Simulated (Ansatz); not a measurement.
**Property card for SrAs₂Ru₂**

All numbers below come from Ansatz, DFT r2SCAN, scalar-relativistic, plane waves, PAW.

Plane waves to 500 eV, a k mesh through Γ of 12×12×12 on the computed 5-atom cell and Gaussian smearing (0.10 eV); no spin polarisation.

The structure is relaxed at this level of theory with its symmetry kept. Whether it is the stable form of this composition wasn't checked.

It takes space group I4/mmm (No. 139, tetragonal). Conventional cell: a = 4.167 Å, b = 4.167 Å, c = 11.446 Å, α = 90.00°, β = 90.00°, γ = 90.00°. Sr (site symmetry 4/mmm) is surrounded by 8 As at 3.37 Å and 8 Ru at 3.54 Å. As (site symmetry 4mm) is surrounded by 4 Ru at 2.41 Å. Ru (site symmetry -4m2) is surrounded by 4 As at 2.41 Å.

| Item | Value |
| --- | --- |
| Volume per atom | 19.87 Å³ |
| Formation energy from the elements' standard states (uncorrected) | -0.769 eV/atom |
| Generalised Kohn–Sham band gap | none (metal) |
| Density of states at the Fermi level | 1.59 states/eV per cell |
| Löwdin character within 0.5 eV of the Fermi level | Ru 4d 57 %, As 4p 27 %, unprojected 9 % |
| Bader charges (e) | Sr (1 in the cell) 1.45, As (2 in the cell) -0.47, Ru (2 in the cell) -0.25 |

Cost: 6 runs of about 42 core-minutes in all, on Arm Neoverse V1 (shared hosts).